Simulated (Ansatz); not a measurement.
# ClSi2: the cost of one run

Method: cc-pVDZ, all electrons in the functionals, frozen cores in the correlation of double hybrids and RPA; program: Ansatz 0.2.0, Gaussian basis.

To be run: wB97M-V, B2PLYP, RPA-PBE, at charge 0, quartet; charge 0, doublet; charge 0, sextet; charge 1, triplet; charge 1, quintet; displaced geometry v1; displaced geometry v2.

19 further runs of the same task are left out: 8 that didn't finish, 11 set aside as unsound or not needed.

## 1. The system

The geometry is a PBE0/def2-TZVP stationary point (not a proven minimum).

3 atoms, charge 0, spin multiplicity 4.

Atoms are counted from 1 here; the program's logs count them from 0.

Bond lengths: Cl1–Si2 2.077 Å, Si2–Si3 2.325 Å. Angles: Cl1–Si2–Si3 112.0°.

No dispersion term is added; wB97M-V holds VV10 nonlocal correlation.

The geometry shown and the zero of energy belong to the point charge 0, quartet. The yardstick, UCCSDT(Q), and other wave-function levels (R restricted, U unrestricted, valence and pair active spaces) come from earlier runs.

## 2. wB97M-V, charge 0, quartet

The input, in.yaml:

```yaml
crystal:
  periodic: [false, false, false]
  atoms:
    - {symbol: Cl, position_ang: [0.000000, -0.369686, 1.635032]}
    - {symbol: Si, position_ang: [0.000000, 0.849888, -0.046560]}
    - {symbol: Si, position_ang: [0.000000, -0.383225, -2.017380]}
basis:
  gaussian: {orbitals: cc-pVDZ}
magnetization: {spin_polarized: true, initial_magnetization: 3}
hamiltonian: {xc: {name: wB97M-V}}
output: {forces: true, orbitals: {seedname: orbitals}}
```

Run with:

```console
> ansatz run in.yaml --threads 1 --pin off --events-out ev --progress --plain --max-ram 2393MiB
```

Q: Estimate wall time and peak memory on 1 thread of Intel Xeon 6975P-C, shared host.

About 5.5 s, with a peak of 0.25 GiB.
